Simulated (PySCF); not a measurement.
# SiNH2Cl (SMILES N[Si]Cl): levels of theory compared

Aim: a comparison of 5 runs (HF/STO-3G, HF/def2-SVP, PBE0/def2-SVP, TPSS/def2-SVPD, MP2/3-21G) of SiNH2Cl. The job is set up through a Python script.

The results are computed with PySCF 2.14.0.

## (1) The molecule

SiNH2Cl: 5 atoms, total charge 0, spin state singlet. SMILES: `N[Si]Cl`. The shape is that of a PBE0-D4/def2-TZVP optimisation. This is one conformer, not always the lowest.

Bond lengths: N1–Si2 1.701 Å, Si2–Cl3 2.104 Å, N1–H4 1.009 Å, N1–H5 1.010 Å. Angles: N1–Si2–Cl3 98.2°, Si2–N1–H4 121.0°, Si2–N1–H5 126.0°, H4–N1–H5 113.0°.

## (2) Energy and gradient at HF/STO-3G (run 1)

File input.xyz:

```xyz
5
ClH2NSi
N     -0.148200     0.583400    -0.233900
Si    -0.116200    -0.341800     1.192600
Cl     0.649000    -2.124500     0.377300
H     -0.473300     1.538600    -0.227400
H      0.138600     0.270600    -1.150000
```

File input.py:

```python
# N[Si]Cl
import pyscf.grad
from pyscf import gto

mol = gto.M(
    atom='input.xyz',
    charge=0,
    max_memory=1860,
    verbose=4,
    basis='sto-3g',
)

mf = mol.RHF()
mf.conv_tol = 1e-10
mf.kernel()
if not mf.converged:
    mf = mf.newton().run(mf.mo_coeff, mf.mo_occ)

etot = mf.e_tot
print('Final energy', etot)
grad = mf.Gradients().kernel()
mf.analyze()
```

Run with:

```sh
$ OMP_NUM_THREADS=1 python input.py
```

Output:

```text
PySCF version 2.14.0

[... 57 lines left out ...]
converged SCF energy = -795.141128743025
[... 15 lines left out ...]
One-electron Energy =                -1366.542088279662948
[... 5 lines left out ...]
MO #1   energy= -103.5747147233    occ= 2
[... 3 lines left out ...]
MO #5   energy= -7.71640716626789  occ= 2
[... 3 lines left out ...]
MO #9   energy= -3.99035323066594  occ= 2
[... 3 lines left out ...]
MO #13  energy= -0.96083982318416  occ= 2
[... 3 lines left out ...]
MO #17  energy= -0.382462576734177 occ= 2
[... 3 lines left out ...]
MO #21  energy= 0.225983373304911  occ= 0
[... 3 lines left out ...]
MO #25  energy= 0.750631222907177  occ= 0
[... 33 lines left out ...]
Dipole moment(X, Y, Z, Debye): -1.23093,  3.53467,  0.16540
```

Wall time 1.3 s (1 thread of Intel Xeon at 2.70GHz, shared host); peak memory 0.12 GiB.

## (3) Energy and forces at HF/def2-SVP (run 2)

File start.xyz:

```xyz
5

N     -0.148200     0.583400    -0.233900
Si    -0.116200    -0.341800     1.192600
Cl     0.649000    -2.124500     0.377300
H     -0.473300     1.538600    -0.227400
H      0.138600     0.270600    -1.150000
```

File calc.py:

```python
import pyscf.grad
from pyscf import gto, scf

molecule = gto.Mole()
molecule.atom = 'start.xyz'
molecule.verbose = 4
molecule.basis = 'def2-svp'
molecule.max_memory = 1860
molecule.build()

calc0 = scf.RHF(molecule)
calc0.conv_tol = 1e-10
calc0.kernel()
if not calc0.converged:
    calc0 = calc0.newton().run(calc0.mo_coeff, calc0.mo_occ)

e_tot = calc0.e_tot
print('E = %.10f Eh' % e_tot)
grad = calc0.Gradients().kernel()
calc0.analyze()
```

Run with:

```sh
$ OMP_NUM_THREADS=1 python calc.py
```

Output:

```text
PySCF version 2.14.0

[... 76 lines left out ...]
Nuclear Repulsion Energy =             131.390318861239166
[... 9 lines left out ...]
MO #4   energy= -10.5304115211219  occ= 2
[... 7 lines left out ...]
MO #12  energy= -1.15088247516308  occ= 2
[... 7 lines left out ...]
MO #20  energy= -0.348635124753706 occ= 2
[... 7 lines left out ...]
MO #28  energy= 0.568780085133625  occ= 0
[... 7 lines left out ...]
MO #36  energy= 0.932246211381278  occ= 0
[... 7 lines left out ...]
MO #44  energy= 1.1468168234441    occ= 0
[... 7 lines left out ...]
MO #52  energy= 1.99284411386426   occ= 0
[... 7 lines left out ...]
MO #60  energy= 3.64506771307508   occ= 0
[... 68 lines left out ...]
Dipole moment(X, Y, Z, Debye): -0.60558,  2.50448, -1.23363
```

It took 3.6 s on 1 thread of Intel Xeon at 2.70GHz, shared host; peak memory 0.13 GiB.

Run 3 isn't shown in full; the table further down has it.

## (4) Energy and gradient at TPSS/def2-SVPD (run 4)

File calc.py:

```python
from pyscf import gto, dft

mol = gto.Mole()
mol.atom = [
    ('N', (-0.148200, 0.583400, -0.233900)),
    ('Si', (-0.116200, -0.341800, 1.192600)),
    ('Cl', (0.649000, -2.124500, 0.377300)),
    ('H', (-0.473300, 1.538600, -0.227400)),
    ('H', (0.138600, 0.270600, -1.150000)),
]
mol.verbose = 4
mol.max_memory = 1860
mol.basis = 'def2-svpd'
mol.spin = 0
mol.build()

mf = dft.RKS(mol)
mf.xc = 'tpss'
mf.grids.level = 5
mf.conv_tol = 1e-10
mf.kernel()
if not mf.converged:
    mf = mf.newton().run(mf.mo_coeff, mf.mo_occ)

e_tot = mf.e_tot
print('E = %.10f Eh' % e_tot)
grad = mf.nuc_grad_method().kernel()
dip = mf.dip_moment()
pop, q = mf.mulliken_pop()
```

Run with:

```sh
$ OMP_NUM_THREADS=1 python calc.py
```

Output:

```text
PySCF version 2.14.0

[... 76 lines left out ...]
converged SCF energy = -805.485084793874
[... 13 lines left out ...]
Dipole moment(X, Y, Z, Debye): -0.53962,  2.38944, -1.37000
[... 93 lines left out ...]
charge of    4H =     -0.03756
```

Wall time 43 s (1 thread of Intel Xeon at 2.70GHz, shared host); peak memory 0.87 GiB.

## (5) Energy and gradient at MP2/3-21G (run 5)

File run.py:

```python
# N[Si]Cl
import pyscf.grad
from pyscf import gto, mp

molecule = gto.Mole()
molecule.atom = '''
N     -0.148200     0.583400    -0.233900
Si    -0.116200    -0.341800     1.192600
Cl     0.649000    -2.124500     0.377300
H     -0.473300     1.538600    -0.227400
H      0.138600     0.270600    -1.150000
'''
molecule.charge = 0
molecule.verbose = 3
molecule.spin = 0
molecule.basis = '3-21g'
molecule.max_memory = 1860
molecule.build()

hf = molecule.RHF()
hf.conv_tol = 1e-10
hf.kernel()
if not hf.converged:
    hf = hf.newton().run(hf.mo_coeff, hf.mo_occ)

pt = mp.MP2(hf, frozen=11).run()
energy = pt.e_tot
print('E(%s) = %.9f' % ('MP2', energy))
grad = pt.Gradients().kernel()
hf.analyze()
```

Run with:

```sh
$ OMP_NUM_THREADS=1 python run.py
```

Output:

```text
converged SCF energy = -800.070860899843
E(RMP2) = -800.265995883489  E_corr = -0.195134983646676
E(SCS-RMP2) = -800.26628438275  E_corr = -0.195423482906889
E(MP2) = -800.265995883
--------------- RMP2 gradients ---------------
         x                y                z
0 N     0.0002101420    -0.0085875810     0.0137061716
1 Si     0.0179986081    -0.0288939851    -0.0415720897
2 Cl    -0.0183745554     0.0428430163     0.0195177213
3 H     0.0030166654    -0.0084740009    -0.0007391238
4 H    -0.0028508601     0.0031125508     0.0090873205
----------------------------------------------
**** MO energy ****
MO #1   energy= -104.077212754509  occ= 2
MO #2   energy= -68.358349218015   occ= 2
MO #3   energy= -15.5002414560365  occ= 2
MO #4   energy= -10.4734704073802  occ= 2
MO #5   energy= -7.93663527079538  occ= 2
MO #6   energy= -7.93316090242675  occ= 2
MO #7   energy= -7.93289277413261  occ= 2
MO #8   energy= -6.16021779186108  occ= 2
MO #9   energy= -4.25267633827427  occ= 2
MO #10  energy= -4.25094132760578  occ= 2
MO #11  energy= -4.24977075299205  occ= 2
MO #12  energy= -1.17345905389658  occ= 2
MO #13  energy= -1.08293297961295  occ= 2
MO #14  energy= -0.709753168838298 occ= 2
MO #15  energy= -0.692762896952546 occ= 2
MO #16  energy= -0.535041390689473 occ= 2
MO #17  energy= -0.481137277208519 occ= 2
MO #18  energy= -0.457959769331051 occ= 2
MO #19  energy= -0.43346220278018  occ= 2
MO #20  energy= -0.358104307871081 occ= 2
MO #21  energy= 0.0556666125673648 occ= 0
MO #22  energy= 0.134174456766235  occ= 0
MO #23  energy= 0.211061083863714  occ= 0
MO #24  energy= 0.303341812975548  occ= 0
MO #25  energy= 0.313767056543913  occ= 0
MO #26  energy= 0.430318846227493  occ= 0
MO #27  energy= 0.496281016572667  occ= 0
MO #28  energy= 0.520533961807927  occ= 0
MO #29  energy= 0.612931506991471  occ= 0
MO #30  energy= 0.788455307810106  occ= 0
MO #31  energy= 0.830339281998541  occ= 0
MO #32  energy= 0.835919894225336  occ= 0
MO #33  energy= 0.957773925856853  occ= 0
MO #34  energy= 1.21996134420643   occ= 0
MO #35  energy= 1.26019316666276   occ= 0
MO #36  energy= 1.3804345555576    occ= 0
MO #37  energy= 1.56448220616376   occ= 0
MO #38  energy= 1.58314776981863   occ= 0
MO #39  energy= 2.52571887994905   occ= 0
 ** Mulliken atomic charges  **
charge of    0N =     -0.64346
charge of    1Si =      0.55354
charge of    2Cl =     -0.36588
charge of    3H =      0.22753
charge of    4H =      0.22827
Dipole moment(X, Y, Z, Debye): -1.07511,  3.77734, -1.04091
```

It took 1.7 s on 1 thread of Intel Xeon at 2.70GHz, shared host; peak memory 0.14 GiB.

## (6) The series

| run | level | integration grid | frozen core orbitals | energy (Eh) | dipole moment (D) of the reference | HOMO energy (eV) | LUMO energy (eV) | wall time |
| --- | --- | --- | --- | --- | --- | --- | --- | --- |
| 1 | HF/STO-3G | – | – | -795.141129 | 3.75 | -7.36 | 6.15 | 1.3 s |
| 2 | HF/def2-SVP | – | – | -803.820791 | 2.86 | -9.49 | 1.88 | 3.6 s |
| 3 | PBE0/def2-SVP | 5 | – | -805.083962 | 2.88 | -6.97 | -1.34 | 23 s |
| 4 | TPSS/def2-SVPD | 5 | – | -805.485085 | 2.81 | -6.22 | -2.37 | 43 s |
| 5 | MP2/3-21G | – | 11 | -800.265996 | 4.06 | -9.74 | 1.51 | 1.7 s |

## (7) What came out

| quantity | value |
| --- | --- |
| run 5: total energy | -800.26600 Eh |
| run 5: dipole moment (Hartree–Fock density) | 4.06 D |
| run 5: HOMO energy (Hartree–Fock orbitals) | -9.74 eV |
| run 5: LUMO energy (Hartree–Fock orbitals) | 1.51 eV |
| run 5: HOMO–LUMO gap (Hartree–Fock orbitals) | 11.26 eV |
| run 5: correlation energy (11 core orbitals frozen) | -195.1 mEh |
| run 5: largest force on an atom | 2.763 eV/Å |

In words: Over runs 1, 2, 3, 4 the dipole moment (its size) runs from 2.81 D (TPSS/def2-SVPD) to 3.75 D (HF/STO-3G). The two ends differ in method and basis. Over runs 1, 2, 3, 4 the HOMO–LUMO gap runs from 3.85 eV (TPSS/def2-SVPD) to 13.50 eV (HF/STO-3G). Totals of different functionals can't be ranked against each other. In run 1 the basis is minimal, so the values are rough. All runs together took 73 s, the longest 43 s.
